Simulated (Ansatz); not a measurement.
Coupled-cluster run, `C=CC(O)(F)F`.

```yaml
crystal:
  periodic: [false, false, false]
  atoms:
    - {symbol: C, position_ang: [-0.236564, -1.548863, 0.323301]}
    - {symbol: C, position_ang: [-0.419865, -0.283255, 0.652032]}
    - {symbol: C, position_ang: [0.115998, 0.865105, -0.134881]}
    - {symbol: O, position_ang: [0.813814, 0.472737, -1.220876]}
    - {symbol: F, position_ang: [-0.910584, 1.688626, -0.506072]}
    - {symbol: F, position_ang: [0.895652, 1.650330, 0.668447]}
    - {symbol: H, position_ang: [0.328517, -1.824653, -0.558622]}
    - {symbol: H, position_ang: [-0.648459, -2.345877, 0.930069]}
    - {symbol: H, position_ang: [-0.981702, 0.014320, 1.530359]}
    - {symbol: H, position_ang: [1.126392, 1.260430, -1.680955]}
basis:
  gaussian: {orbitals: def2-TZVPP}
correlation: {method: ccsd_t}
```

```sh
$ ansatz run in.yaml --threads 4 --pin off --events-out ev --progress --plain --max-ram 10444MiB
```

Log, shortened:

```
Functional definition: HF
1523 factors; integrals over basis functions are off by at most 8.3e-4 eV
mean field evaluation 1: about -10603.1799 eV, gradient 4.8e1 eV
mean field evaluation 2: about -10603.4647 eV, gradient 4.8e1 eV
mean field evaluation 4: about -10607.8379 eV, gradient 4.1e0 eV
mean field evaluation 8: about -10607.8984 eV, gradient 2.4e-1 eV
mean field -10607.89872064 eV, -389.8330876914 hartree, gradient 1.6e-6 eV, S^2 0.000000; 0 other end points of the search recorded, 0 dependent functions left out
6 core orbitals not correlated: weight in the atoms' cores, before any rotation towards them, 1.000 or more for the frozen orbitals, at most 0.000 for the correlated occupied ones
reference -10607.89872064 eV, -389.8330876914 hartree; 18, 18 occupied and 218, 218 virtual orbitals, 1523 factors
second order -33.00423332 eV of doubles, -0.00000000 eV of singles
cycle   1  -32.76917440 eV  change    2.4e-1 eV  update   1.1e-1
cycle   2  -33.47712418 eV  change   -7.1e-1 eV  update   3.4e-2
cycle   3  -33.64060932 eV  change   -1.6e-1 eV  update   1.7e-2
cycle   4  -33.62443592 eV  change    1.6e-2 eV  update   4.1e-3
cycle   5  -33.62190676 eV  change    2.5e-3 eV  update   1.9e-3
cycle   6  -33.62375481 eV  change   -1.8e-3 eV  update   5.5e-4
cycle   7  -33.62373705 eV  change    1.8e-5 eV  update   2.1e-4
cycle   8  -33.62356392 eV  change    1.7e-4 eV  update   7.0e-5
cycle   9  -33.62357350 eV  change   -9.6e-6 eV  update   2.8e-5
perturbative correction -1.25084048 eV, -0.0459675397 hartree
Total energy: -10642.77313461 eV, -391.1146987662 hartree
```

Run time 4 min (4 threads of an Arm Neoverse V1 on a shared host); peak host memory 5.4 GiB.

MP2 recovers 94.6 % of the CCSD(T) correlation energy and the triples give 3.6 %; T1 = 0.0118.
